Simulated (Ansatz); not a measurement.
C3H8FN (`NCCCF`). Charge 0, multiplicity 1. The geometry is a stationary point of PBE0-D4/def2-TZVP. It is one conformer, not always the lowest.

```xyz
13

N    -1.770   -0.861   -0.602
C    -0.842    0.193   -0.226
C     0.536   -0.387    0.036
C     1.543    0.681    0.374
F     2.777    0.111    0.637
H    -1.886   -1.517    0.161
H    -2.685   -0.479   -0.803
H    -1.163    0.772    0.656
H    -0.785    0.901   -1.059
H     0.487   -1.100    0.867
H     0.867   -0.942   -0.846
H     1.246    1.246    1.264
H     1.674    1.382   -0.457
```

Task: What is the dipole moment at r2SCAN/def2-TZVPP? (Estimate.)

Result: The calculation gave: 2.58 D, with components (-2.33, 0.97, 0.54) D in this frame, pointing from negative to positive charge.

Task: And with PBE, B3LYP, ωB97M-V? (Best estimate.)

Result: The calculation gave: PBE 2.51 D, B3LYP 2.64 D, ωB97M-V 2.64 D.

Task: Give the Mulliken charges with r2SCAN, PBE, B3LYP in def2-TZVPP. (Estimate.)

Result: Computed: 
| atom | r2SCAN | PBE | B3LYP |
| --- | --- | --- | --- |
| N1 | -0.36 | -0.33 | -0.33 |
| C2 | 0.03 | -0.09 | -0.06 |
| C3 | 0.00 | -0.08 | -0.08 |
| C4 | 0.15 | 0.04 | 0.08 |
| F5 | -0.25 | -0.21 | -0.25 |
| H6 | 0.13 | 0.13 | 0.12 |
| H7 | 0.13 | 0.13 | 0.12 |
| H8 | 0.03 | 0.06 | 0.06 |
| H9 | 0.03 | 0.07 | 0.07 |
| H10 | 0.02 | 0.06 | 0.05 |
| H11 | 0.04 | 0.07 | 0.07 |
| H12 | 0.03 | 0.06 | 0.06 |
| H13 | 0.03 | 0.07 | 0.07 |

B3LYP here is the variant with VWN-RPA as its local correlation; programs differ in this.
